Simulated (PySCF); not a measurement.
Identify the unknown among the candidates.

* Dipole: 0.00 D [PBE0/pcSseg-1]
* 13C NMR: chemical shifts (computed TMS as zero) by class: 21.2 (4 C) ppm [GIAO PBE0/pcSseg-1]
* 1H NMR: chemical shifts (computed TMS as zero) by class: 2.10 (8 H) ppm [GIAO PBE0/pcSseg-1]
* Rotational structure: rotational constants A, B, C: 10.858, 10.856, 6.322 GHz [GFN2-xTB]

The electronic properties come from PySCF, for the isolated species, density fitting. Levels stand in brackets. Geometry: GFN2-xTB; no solvent, vibrations or thermal averaging. Each NMR value is the plain mean over a class of atoms that symmetry, rotation or inversion makes alike.

Problem. Which candidate is it?
A. `C1CCC1` (cyclobutane)
B. `CC(C)N` (2-propanamine)
C. `CCC(C)=O` (2-butanone)
D. `C=CCCC` (1-pentene)

Solution. A. It is `C1CCC1`. Numbering: `[CH2:1]1[CH2:2][CH2:3][CH2:4]1`. Its formula, C4H8, gives 1 degree of unsaturation: 1 ring and 0 π bonds in the structure found. 4 carbons fall into 1 class: four-membered-ring carbon [C1/C2/C3/C4] (21.2 ppm, 4 C). All hydrogens form one class (2.10 ppm): methylene hydrogen. The vanishing dipole is forced by symmetry. The optimised geometry has point group D2d and is an oblate symmetric top (the spread among constants that symmetry makes equal is optimisation noise).

The others, at the same levels:
- `CCC(C)=O` fails: it has 4 carbon classes against 1; its computed 13C shifts are 211.7 (1 C), 39.4 (1 C), 32.1 (1 C), 9.5 (1 C) ppm, 1H shifts are 2.32 (2 H), 2.11 (3 H), 1.05 (3 H) ppm and dipole moment is 2.85 D (against 0.00 D).
- `C=CCCC` fails: it has 10 hydrogens where the 1H data count 8; its computed 13C shifts are 148.9 (1 C), 120.2 (1 C), 43.8 (1 C), 29.0 (1 C), 17.3 (1 C) ppm, 1H shifts are 6.20 (1 H), 5.37 (1 H), 5.20 (1 H), 2.02 (2 H), 1.36 (2 H), 1.07 (3 H) ppm and dipole moment is 0.40 D (against 0.00 D).
- `CC(C)N` fails: it has 9 hydrogens where the 1H data count 8; its computed 13C shifts are 47.2 (1 C), 27.1 (2 C) ppm, 1H shifts are 3.41 (1 H), 1.03 (6 H), 0.70 (2 H) ppm and dipole moment is 1.31 D (against 0.00 D).

Each candidate is one conformer, not necessarily the lowest. The conformers computed, where there is a choice (atom-mapped SMILES and torsion angles):
- `[CH3:1][CH2:2][C:3]([CH3:4])=[O:5]`: C1–C2–C3–C4 169°
- `[CH2:1]=[CH:2][CH2:3][CH2:4][CH3:5]`: C1–C2–C3–C4 118°, C2–C3–C4–C5 180°
- `[CH3:1][CH:2]([CH3:3])[NH2:4]`: H–N4–C2–C1 -179°, H–N4–C2–C1 -60°
